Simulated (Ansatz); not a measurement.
The input, for Ansatz 0.2.0:

```yaml
crystal:
  periodic: [false, false, false]
  atoms:
    - {symbol: Al, position_ang: [0.000000, 0.016173, 0.919434]}
    - {symbol: C, position_ang: [0.000000, 0.565027, -0.875065]}
    - {symbol: B, position_ang: [0.000000, -0.810360, -1.194541]}
    - {symbol: H, position_ang: [0.000000, 1.525932, -1.372524]}
basis:
  gaussian: {orbitals: cc-pVDZ}
magnetization: {spin_polarized: true, initial_magnetization: 1}
correlation: {method: ccsdt_q, electrons: outside_noble_gas}
```

```sh
$ ansatz run in.yaml --threads 1 --pin off --events-out ev --progress --plain --max-ram 2393MiB
```

Output:

```
970 factors; integrals over basis functions are off by at most 2.0e-7 eV
mean field evaluation 1: about -8293.3990 eV, gradient 2.2e1 eV
mean field evaluation 2: about -8293.4790 eV, gradient 2.2e1 eV
mean field evaluation 4: about -8296.5852 eV, gradient 2.4e0 eV
mean field evaluation 8: about -8296.7574 eV, gradient 6.2e-1 eV
mean field evaluation 16: about -8297.0665 eV, gradient 4.2e-2 eV
mean field evaluation 32: about -8296.7552 eV, gradient 5.6e-1 eV
mean field evaluation 64: about -8296.7053 eV, gradient 1.1e-4 eV
mean field evaluation 96: about -8296.5390 eV, gradient 1.8e0 eV
mean field evaluation 128: about -8295.7039 eV, gradient 4.7e-1 eV
mean field evaluation 160: about -8297.0389 eV, gradient 6.9e-1 eV
...
mean field -8297.06654443 eV, -304.9115715540 hartree, gradient 2.8e-6 eV, S^2 1.242480; 24 other end points of the search recorded, 0 dependent functions left out
determinant -8297.06654443 eV, -304.9115715540 hartree, with singles and doubles -8304.25773612 eV, -305.1758429745 hartree
determinant -8296.75199080 eV, -304.9000119213 hartree, with singles and doubles -8304.12624709 eV, -305.1710108418 hartree
determinant -8296.70525955 eV, -304.8982945796 hartree, with singles and doubles -8304.28245657 eV, -305.1767514343 hartree
determinant -8296.03757702 eV, -304.8737576991 hartree, with singles and doubles -8302.76877871 eV, -305.1211247989 hartree
determinant -8295.83685594 eV, -304.8663813356 hartree, with singles and doubles -8302.56105770 eV, -305.1134911923 hartree
determinant -8295.82675603 eV, -304.8660101707 hartree, with singles and doubles -8302.56503733 eV, -305.1136374412 hartree
determinant -8295.79565050 eV, -304.8648670638 hartree, with singles and doubles -8302.89874742 eV, -305.1259010608 hartree
determinant -8295.68519430 eV, -304.8608078732 hartree, with singles and doubles -8302.64927946 eV, -305.1167332825 hartree
determinant -8295.05043612 eV, -304.8374809402 hartree, with singles and doubles -8301.44388602 eV, -305.0724358903 hartree
determinant -8294.83138241 eV, -304.8294308648 hartree, with singles and doubles -8301.44719468 eV, -305.0725574815 hartree
determinant -8294.69582949 eV, -304.8244493870 hartree, with singles and doubles -8301.24559916 eV, -305.0651489828 hartree
determinant -8294.57506029 eV, -304.8200112008 hartree, with singles and doubles -8301.21541363 eV, -305.0640396850 hartree
determinant -8293.98800910 eV, -304.7984374675 hartree, with singles and doubles -8300.95808071 eV, -305.0545828745 hartree
determinant -8297.06654443 eV, -304.9115715540 hartree, with singles and doubles -8304.30425539 eV, -305.1775525261 hartree
determinant -8296.75199080 eV, -304.9000119213 hartree, with singles and doubles -8304.20813532 eV, -305.1740201787 hartree
determinant -8296.70525955 eV, -304.8982945796 hartree, with singles and doubles -8304.30139016 eV, -305.1774472307 hartree
7 core orbitals not correlated: weight in the atoms' cores, before any rotation towards them, 1.000 or more for the frozen orbitals, at most 0.000 for the correlated occupied ones
reference -8297.06654443 eV, -304.9115715540 hartree; 6, 5 occupied and 38, 39 virtual orbitals, 970 factors
second order -6.23649071 eV of doubles, -0.00000000 eV of singles
...
cycle  22  -7.76100362 eV  change   -3.2e-5 eV  update   1.5e-5
cycle  23  -7.76101661 eV  change   -1.3e-5 eV  update   8.7e-6
cycle  24  -7.76101775 eV  change   -1.1e-6 eV  update   6.2e-6
cycle  25  -7.76102263 eV  change   -4.9e-6 eV  update   4.4e-6
cycle  26  -7.76102535 eV  change   -2.7e-6 eV  update   3.3e-6
cycle  27  -7.76102590 eV  change   -5.5e-7 eV  update   2.3e-6
cycle  28  -7.76102399 eV  change    1.9e-6 eV  update   1.6e-6
cycle  29  -7.76102268 eV  change    1.3e-6 eV  update   1.3e-6
cycle  30  -7.76102089 eV  change    1.8e-6 eV  update   9.2e-7
cycle  31  -7.76102017 eV  change    7.2e-7 eV  update   6.0e-7
perturbative correction -0.05657253 eV, -0.0020790022 hartree
Total energy: -8304.88413713 eV, -305.1988627869 hartree
```

The determinant's ⟨S²⟩ is 1.24 against 0.75 for a pure state. The T1 diagnostic is 0.096.

Ran on 1 thread of Intel Xeon, shared host: 68 s wall, 0.48 GiB peak host memory.
